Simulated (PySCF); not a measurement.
Potential energy curve for CH4, SMILES C, singlet. The C1–H5 bond (C1 also carries H, H, H; H5 carries nothing else) is varied alone, starting from the PBE0/def2-TZVP optimised geometry. Each curve is given relative to its own lowest point near equilibrium.

```tsv
R / Å	A	B	C
0.88	49.5	51.6	45.7
0.92	30.6	30.8	27.5
0.98	12.2	11.0	10.2
1.01	6.6	5.2	5.1
1.07	0.7	0.1	0.3
1.09	0.1	0.0	0.0
1.11	0.0	0.6	0.2
1.16	1.7	4.5	2.8
1.21	5.8	11.5	7.7
1.27	12.7	23.0	15.7
1.34	22.8	39.5	27.0
1.49	47.8	81.9	55.2
1.64	73.5	128.4	84.8
1.80	98.7	178.1	110.1
1.97	121.4	228.3	125.4
2.16	141.1	278.8	134.7
2.39	157.3	330.7	140.3
2.67	167.3	380.3	143.3
2.96	169.8	418.0	144.6
3.30	167.3	448.5	145.2
3.80	161.4	475.2	145.4
```

Energies in mEh.

Q: Which curve belongs to which method? The methods are CCSD(T) on RHF/cc-pVDZ, 1 core orbital frozen (PySCF 2.14.0); restricted Hartree-Fock/STO-3G in PySCF; PySCF 2.14.0 with UHF/cc-pVDZ.

A: A is RCCSD(T); B is RHF/STO-3G; C is UHF.

The unrestricted determinant behind UHF is spin-contaminated at 1.80 to 3.80 Å (<S²> up to 1.0, against 0.00 for a pure singlet). The restricted form behind RHF/STO-3G keeps the bonding electrons paired and can't separate into open-shell fragments. The T1 diagnostic of CCSD on the restricted reference of RCCSD(T) exceeds 0.045 at 2.67 to 3.80 Å.
